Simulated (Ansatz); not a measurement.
```yaml
crystal:
  periodic: [false, false, false]
  atoms:
    - {symbol: Al, position_ang: [-0.976979, -0.706691, -0.006046]}
    - {symbol: S, position_ang: [0.469728, 0.976813, 0.008096]}
    - {symbol: O, position_ang: [0.706186, -0.765898, -0.006031]}
basis:
  gaussian: {orbitals: def2-TZVP}
magnetization: {spin_polarized: true, initial_magnetization: 1}
hamiltonian: {xc: pbe0}
relax: {f_tol: 0.004, max_steps: 80}
```

```sh
$ ansatz run in.yaml --threads 1 --pin off --events-out ev --progress --plain --max-ram 2176MiB
```

Steps of the relaxation (energy above the last step; positions in Å, forces in eV/Å):

```
3
step 1, 608.1 meV
Al   -0.977   -0.707   -0.006   -2.285   -0.435   -0.004
S     0.470    0.977    0.008    0.626   -0.951   -0.008
O     0.706   -0.766   -0.006    1.658    1.385    0.012
```

```
3
step 2, 444.8 meV
Al   -1.000   -0.721   -0.006   -3.063   -1.204   -0.011
S     0.485    0.971    0.008    1.452   -1.549   -0.012
O     0.714   -0.746   -0.006    1.611    2.753    0.023
```

```
3
step 3, 84.2 meV
Al   -1.063   -0.744   -0.006   -1.072   -0.678   -0.006
S     0.512    0.939    0.008    0.802   -0.564   -0.004
O     0.750   -0.691   -0.005    0.271    1.243    0.010
```

```
3
step 6, 0.0 meV
Al   -1.110   -0.798   -0.007   -0.004    0.000    0.000
S     0.569    0.951    0.008    0.000   -0.006    0.000
O     0.740   -0.649   -0.005    0.004    0.006    0.000
```

```
3
step 7, 0.0 meV
Al   -1.111   -0.798   -0.007    0.000    0.000    0.000
S     0.569    0.951    0.008    0.000   -0.001    0.000
O     0.740   -0.649   -0.005    0.001    0.000    0.000
```

Close pairs at the end: S2–O3 1.609 Å, Al1–O3 1.857 Å, Al1–S2 2.425 Å.

A stationary point of unrestricted PBE0 after 7 steps, with ⟨S²⟩ = 0.758 against 0.75 for a pure state; no frequencies were run, so it isn't proven a minimum. 64 s on 1 thread of Arm Neoverse V2, shared host.
